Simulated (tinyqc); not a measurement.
Orbital energy against energy difference: ionisation energy by orbital energies and by energy differences in the cc-pvdz basis, for HF, spin multiplicity 1. Computed by the program tinyqc with PySCF. The cation is unrestricted; errors are against CCSD(T) in this basis, not against experiment.

Geometry (angstrom):
```
atom       x       y       z
F     0.0000  0.0000  0.0000
H     0.0000  0.0000  0.8520
```

CCSD(T) difference in the same basis = 15.7135 eV

IP-EOM-CCSD = 15.4818 eV

First vertical ionisation energy (eV):
```
method     -e(HOMO)  E(cation) - E  error of -e(HOMO)  error of the difference
HF          17.2998      14.455533             1.5863                  -1.2580
LDA          8.6070      16.465440            -7.1066                   0.7519
PBE          8.4688      16.033391            -7.2448                   0.3199
B3LYP       10.5191      16.090315            -5.1944                   0.3768
PBE0        10.9659      15.962437            -4.7477                   0.2489
CAM-B3LYP   12.4720      16.083600            -3.2416                   0.3701
LC-wPBE     13.8221      16.145944            -1.8914                   0.4324
```

What does the comparison show, and why?

Koopmans errs by +1.59 eV and Delta-HF by -1.26 eV: relaxation, 2.84 eV, lowers the value and the missing correlation difference works against it. The PBE level is off by -7.2 eV through the wrong tail of its potential, though its energy difference is off by +0.32 eV; exact exchange deepens the level, and among the orbital energies HF comes closest; among the differences PBE0 does.
